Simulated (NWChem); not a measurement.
# Atomisation of dichloromethane (CH2Cl2)

```xyz
5

Cl     1.4937     0.0000     0.2158
C      0.0000     0.0000    -0.7621
Cl    -1.4937     0.0000     0.2158
H      0.0000     0.9026    -1.3828
H      0.0000    -0.9026    -1.3828
```
Charge 0, spin multiplicity 1.

All runs are NWChem calculations. All single points use one geometry, from B3LYP/def2-SVP, a minimum by its harmonic frequencies.

Basis set: def2-TZVP. The atomisation energy is electronic alone: no zero-point, thermal, spin-orbit or counterpoise terms. No value is extrapolated to the basis-set limit. Free atoms are single determinants with multiplicities Cl 2, C 3, H 2. Correlated methods freeze the same cores in atoms and molecule, 11 orbitals in all.

The cost column gives rough processor time relative to HF; each entry includes its own SCF. Costs are the molecule's.

B3LYP has NWChem's definition, with VWN1-RPA local correlation. The stability of the SCF solutions was not checked. Open-shell Hartree-Fock references start from PBE0 orbitals; any time given for them includes that run.

```csv
method,atomisation energy (kcal/mol),relative cost
r2SCAN,(withheld),under 3
MP2,(withheld),under 3
B3LYP,363.4,under 3
BLYP,(withheld),under 3
HF,260.9,1
PBE,380.3,under 3
TPSS,372.7,under 3
PBE0,(withheld),under 3
```

Q: Complete the blanks.

A: 
- r2SCAN, atomisation energy (kcal/mol): 371.8
- MP2, atomisation energy (kcal/mol): 364.4
- BLYP, atomisation energy (kcal/mol): 362.5
- PBE0, atomisation energy (kcal/mol): 372.2
